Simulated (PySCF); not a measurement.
**Basis-set dependence of population analyses: `Cn1cccn1`**

C₄H₆N₂.
Bonds: C1–N2, N2–C3 (aromatic), C3–C4 (aromatic), C4–C5 (aromatic), C5–N6 (aromatic), N2–N6 (aromatic). Hydrogens: H7, H8, H9 on C1; H10 on C3; H11 on C4; H12 on C5.

PBE0 throughout (PySCF), one geometry, spherical d and f functions. Geometry: PBE0-D3(BJ)/def2-SVP; no solvent, vibrations or thermal averaging. Atoms taken as equivalent share a column and are averaged. The first 7 of 10 kinds of atom are listed.

Mulliken charges (e):

```tsv
basis	functions	C1	N2	C3	C4	C5	N6	H7/H8/H9
pcSseg-0	66	-0.330	-0.600	+0.114	-0.383	+0.060	-0.353	+0.250
cc-pVDZ	114	+0.057	-0.172	+0.159	-0.196	+0.119	-0.204	+0.064
aug-cc-pVDZ	192	+0.984	-0.151	+0.380	+0.762	+0.263	-0.449	-0.154
cc-pVTZ	264	-0.182	+0.113	-0.104	-0.217	-0.104	-0.187	+0.107
IGLO-III	270	-0.341	+0.147	-0.010	-0.190	+0.023	-0.292	+0.136
```

IAO charges (e):

| basis | functions | C1 | N2 | C3 | C4 | C5 | N6 | H7/H8/H9 |
| --- | --- | --- | --- | --- | --- | --- | --- | --- |
| pcSseg-0 | 66 | -0.308 | +0.023 | -0.109 | -0.247 | -0.092 | -0.240 | +0.163 |
| cc-pVDZ | 114 | -0.306 | +0.051 | -0.113 | -0.251 | -0.077 | -0.253 | +0.159 |
| aug-cc-pVDZ | 192 | -0.315 | +0.053 | -0.116 | -0.257 | -0.077 | -0.269 | +0.163 |
| cc-pVTZ | 264 | -0.316 | +0.051 | -0.114 | -0.257 | -0.077 | -0.264 | +0.163 |
| IGLO-III | 270 | -0.317 | +0.051 | -0.115 | -0.258 | -0.077 | -0.269 | +0.164 |

Hirshfeld charges (e):

| basis | functions | C1 | N2 | C3 | C4 | C5 | N6 | H7/H8/H9 |
| --- | --- | --- | --- | --- | --- | --- | --- | --- |
| pcSseg-0 | 66 | -0.043 | +0.066 | -0.035 | -0.110 | -0.040 | -0.163 | +0.053 |
| cc-pVDZ | 114 | -0.049 | +0.056 | -0.032 | -0.109 | -0.038 | -0.149 | +0.054 |
| aug-cc-pVDZ | 192 | -0.058 | +0.025 | -0.027 | -0.107 | -0.036 | -0.153 | +0.059 |
| cc-pVTZ | 264 | -0.056 | +0.037 | -0.028 | -0.108 | -0.037 | -0.153 | +0.057 |
| IGLO-III | 270 | -0.058 | +0.026 | -0.027 | -0.106 | -0.037 | -0.154 | +0.059 |

Some averages cover members that differ in this geometry, most widely: H7/H8/H9, Mulliken in aug-cc-pVDZ -0.245 to -0.092 e.

Question: Which scheme is steadiest as the basis changes?

Answer: Largest range over the bases for any column: IAO 0.03 e, Hirshfeld 0.04 e, Mulliken 1.33 e. IAO charges move least and Mulliken charges most, counted in e.

Question: How much do the charges still move between the two largest bases, cc-pVTZ and IGLO-III?

Answer: At most, over all atoms: Mulliken 0.159 e, IAO 0.005 e, Hirshfeld 0.012 e.

Question: What do the same runs give for the total energy, the frontier levels and the dipole moment?

Answer: 
```csv
basis,energy (Eh),HOMO (eV),LUMO (eV),μ (D)
pcSseg-0,-264.5831,-7.24,0.58,2.66
cc-pVDZ,-265.2251,-6.86,0.78,2.30
aug-cc-pVDZ,-265.2402,-7.05,-0.08,2.37
cc-pVTZ,-265.2944,-7.00,0.54,2.33
IGLO-III,-265.3057,-7.06,0.36,2.38
```

The dipole is fixed by the density alone, so its range of 0.36 D shows that the density itself changes with the basis, not only its division among atoms.
